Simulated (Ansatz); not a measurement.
Input (CCSDT(Q)/aug-cc-pVTZ; Ansatz, a first-principles code):

Ansatz 0.2 input:
```yaml
crystal:
  periodic: [false, false, false]
  atoms:
    - {symbol: C, position_ang: [0.69119723, -0.01856736, -0.29104200]}
    - {symbol: N, position_ang: [-0.41966590, 0.06230728, 0.28767439]}
    - {symbol: H, position_ang: [-1.20952209, -0.32474676, -0.26746878]}
basis:
  gaussian:
    orbitals: aug-cc-pVTZ
magnetization: {spin_polarized: true, initial_magnetization: 2}
correlation: {method: ccsdt_q, electrons: outside_noble_gas}
```

Output:

```
Functional definition: HF
integrals: 0.42 GiB planned
1375 factors; integrals over basis functions are off by at most 2.2e-7 eV
mean field: 0.33 GiB planned
mean field evaluation 1: about -2521.8014 eV, gradient 1.7e1 eV
mean field evaluation 2: about -2521.8019 eV, gradient 1.7e1 eV
mean field evaluation 4: about -2523.4292 eV, gradient 3.7e0 eV
mean field evaluation 8: about -2523.8309 eV, gradient 1.2e0 eV
mean field evaluation 16: about -2524.0886 eV, gradient 5.4e-5 eV
mean field evaluation 32: about -2524.0885 eV, gradient 8.8e-2 eV
mean field evaluation 64: about -2510.5931 eV, gradient 2.2e1 eV
mean field evaluation 96: about -2522.3481 eV, gradient 2.6e0 eV
mean field evaluation 128: about -2519.6993 eV, gradient 2.1e1 eV
mean field evaluation 160: about -2522.9359 eV, gradient 5.8e-4 eV
mean field evaluation 192: about -2522.9353 eV, gradient 1.6e-1 eV
mean field evaluation 224: about -2522.1434 eV, gradient 1.2e-4 eV
mean field evaluation 256: about -2522.2775 eV, gradient 3.7e0 eV
mean field evaluation 288: about -2523.1748 eV, gradient 2.4e0 eV
mean field evaluation 320: about -2523.1499 eV, gradient 9.5e-1 eV
mean field evaluation 352: about -2523.3355 eV, gradient 2.6e0 eV
mean field evaluation 384: about -2522.1434 eV, gradient 2.3e-3 eV
mean field evaluation 416: about -2521.0356 eV, gradient 3.3e0 eV
mean field evaluation 448: about -2520.6243 eV, gradient 5.3e0 eV
mean field -2524.08859112 eV, -92.7585448350 hartree, gradient 2.3e-6 eV, S^2 2.303949; 11 other end points of the search recorded, 0 dependent functions left out
determinant -2524.08859112 eV, -92.7585448350 hartree, with singles and doubles -2532.58306334 eV, -93.0707109312 hartree
determinant -2522.93585878 eV, -92.7161827028 hartree, with singles and doubles -2531.20170342 eV, -93.0199468905 hartree
determinant -2522.41036115 eV, -92.6968710209 hartree, with singles and doubles -2530.54729675 eV, -92.9958978889 hartree
determinant -2522.14340043 eV, -92.6870603956 hartree, with singles and doubles -2530.96157920 eV, -93.0111224881 hartree
2 core orbitals not correlated
reference -2524.08859112 eV, -92.7585448350 hartree; 6, 4 occupied and 107, 109 virtual orbitals, 1375 factors
second order -7.60570582 eV of doubles, -0.00000000 eV of singles
coupled cluster: 4.53 GiB planned
cycle   1  -7.80591667 eV  change   -2.0e-1 eV  update   1.0e-1
cycle   2  -8.39806234 eV  change   -5.9e-1 eV  update   5.8e-2
cycle   3  -8.95739476 eV  change   -5.6e-1 eV  update   4.9e-2
cycle   4  -8.89050636 eV  change    6.7e-2 eV  update   2.8e-2
cycle   5  -8.90658411 eV  change   -1.6e-2 eV  update   1.9e-2
cycle   6  -8.98140173 eV  change   -7.5e-2 eV  update   1.0e-2
cycle   7  -8.98190238 eV  change   -5.0e-4 eV  update   7.9e-3
cycle   8  -8.97617163 eV  change    5.7e-3 eV  update   5.1e-3
cycle   9  -8.99098424 eV  change   -1.5e-2 eV  update   3.3e-3
cycle  10  -8.99285947 eV  change   -1.9e-3 eV  update   1.8e-3
cycle  11  -8.99244925 eV  change    4.1e-4 eV  update   1.4e-3
cycle  12  -8.99517478 eV  change   -2.7e-3 eV  update   1.0e-3
cycle  13  -8.99501369 eV  change    1.6e-4 eV  update   7.5e-4
cycle  14  -8.99522699 eV  change   -2.1e-4 eV  update   4.8e-4
cycle  15  -8.99595947 eV  change   -7.3e-4 eV  update   3.2e-4
cycle  16  -8.99611445 eV  change   -1.5e-4 eV  update   2.1e-4
cycle  17  -8.99609748 eV  change    1.7e-5 eV  update   1.6e-4
cycle  18  -8.99590088 eV  change    2.0e-4 eV  update   1.2e-4
cycle  19  -8.99571442 eV  change    1.9e-4 eV  update   8.2e-5
cycle  20  -8.99563123 eV  change    8.3e-5 eV  update   5.9e-5
cycle  21  -8.99567735 eV  change   -4.6e-5 eV  update   3.9e-5
cycle  22  -8.99573364 eV  change   -5.6e-5 eV  update   2.7e-5
cycle  23  -8.99580924 eV  change   -7.6e-5 eV  update   1.9e-5
cycle  24  -8.99583711 eV  change   -2.8e-5 eV  update   1.1e-5
cycle  25  -8.99584089 eV  change   -3.8e-6 eV  update   7.0e-6
cycle  26  -8.99584841 eV  change   -7.5e-6 eV  update   5.5e-6
cycle  27  -8.99586137 eV  change   -1.3e-5 eV  update   4.2e-6
cycle  28  -8.99586301 eV  change   -1.6e-6 eV  update   2.4e-6
cycle  29  -8.99586370 eV  change   -6.9e-7 eV  update   1.6e-6
cycle  30  -8.99586171 eV  change    2.0e-6 eV  update   1.2e-6
cycle  31  -8.99585908 eV  change    2.6e-6 eV  update   7.0e-7
cycle  32  -8.99585887 eV  change    2.1e-7 eV  update   3.8e-7
coupled cluster: 4.53 GiB planned
perturbative correction -0.03998043 eV, -0.0014692535 hartree
Total energy: -2533.12443042 eV, -93.0906058045 hartree
```

The determinant is spin-contaminated: <S^2> is 2.30, 0.30 over the pure value.

This triplet is an excited state, 4.7 eV above the singlet at CCSD(T)/cc-pV5Z (Ansatz).
